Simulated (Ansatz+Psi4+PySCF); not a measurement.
Results of a calculation; reference values are marked as such.
This PySCF input gave a total energy of -157.67034 hartree.

```python
from pyscf import gto, scf, mp

mol = gto.M(atom="""
Li 0.300000 0.300000 0.300000
O 2.042030 0.079760 0.522950
O 1.638560 1.311870 0.863280
""", basis={'Li': 'cc-pcvtz', 'O': 'cc-pvtz'}, charge=0, spin=1)
mf = scf.UHF(mol)
mf.kernel()
pt = mp.MP2(mf, frozen=2).run()
print(mf.e_tot, pt.e_corr, pt.e_tot)
```

Write an input for Psi4 with the same method and basis set.

```
molecule {
0 2
Li 0.300000 0.300000 0.300000
O 2.042030 0.079760 0.522950
O 1.638560 1.311870 0.863280
}

basis {
assign Li cc-pCVTZ
assign O cc-pVTZ
}
set reference uhf
set scf_type pk
set mp2_type conv
set cc_type conv
set num_frozen_docc 2
energy('mp2')
```

Psi4 1.11 gave -157.67034 hartree, 0.00 meV from the first.
